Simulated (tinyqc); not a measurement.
Stretching all distances: RHF, UHF, MP2, CISD and CCSD against full CI in the sto-3g basis, for CH3+, spin multiplicity 1. Computed by the program tinyqc with PySCF. All coordinates are multiplied by the scale. c0^2 is the weight of the RHF determinant in the lowest singlet FCI state (UHF is spin-contaminated and may lie near states of higher spin) and n(LUMO) the first natural occupation beyond the occupied space.

Geometry (angstrom):

| atom | x | y | z |
|---|---|---|---|
| C | 0.0000 | 0.0000 | 0.1190 |
| H | 1.0130 | 0.0000 | 0.0000 |
| H | -0.5060 | 0.8770 | 0.0000 |
| H | -0.5060 | -0.8770 | 0.0000 |

Full CI energy (hartree) and errors against it (kcal/mol):

| scale | distance 1-2 (angstrom) | E(FCI) | RHF | UHF | MP2 | CISD | CCSD | <S^2> UHF | c0^2 | n(LUMO) |
|---|---|---|---|---|---|---|---|---|---|---|
| 0.900 | 0.918 | -38.68018 | 27.670 | 27.670 | 7.661 | 0.507 | 0.159 | 0.000 | 0.979 | 0.013 |
| 1.040 | 1.061 | -38.82011 | 35.011 | 35.011 | 10.262 | 0.879 | 0.240 | 0.000 | 0.969 | 0.017 |
| 1.190 | 1.214 | -38.82850 | 45.291 | 45.291 | 14.033 | 1.639 | 0.414 | 0.000 | 0.953 | 0.028 |
| 1.330 | 1.357 | -38.77400 | 57.426 | 57.426 | 18.632 | 2.928 | 0.736 | 0.000 | 0.930 | 0.045 |
| 1.480 | 1.510 | -38.68898 | 73.411 | 73.411 | 24.868 | 5.317 | 1.415 | 0.000 | 0.894 | 0.075 |
| 1.620 | 1.652 | -38.60490 | 91.324 | 89.652 | 32.006 | 8.959 | 2.622 | 0.383 | 0.846 | 0.121 |
| 1.910 | 1.948 | -38.45769 | 138.221 | 72.141 | 50.562 | 23.112 | 8.666 | 1.621 | 0.690 | 0.305 |
| 2.050 | 2.091 | -38.40823 | 165.299 | 57.213 | 60.408 | 33.835 | 14.110 | 1.797 | 0.589 | 0.446 |

Estimate the missing row, scale = 1.76.

Computed row:
```
scale  distance 1-2 (angstrom)     E(FCI)      RHF     UHF     MP2    CISD   CCSD  <S^2> UHF   c0^2  n(LUMO)
1.760                    1.795  -38.52722  112.299  87.236  40.413  14.503  4.775      1.212  0.780    0.191
```

UHF parts from RHF first at scale 1.62 of those listed, where <S^2> leaves zero. The weight c0^2 goes from 0.98 to 0.59 and n(LUMO) from 0.01 to 0.45: static correlation grows as the bonds break into open-shell fragments. The spread of the error along the curve, which distorts its shape, is CCSD 14.0, CISD 33.3, MP2 52.7, UHF 62.0, RHF 137.6 kcal/mol.
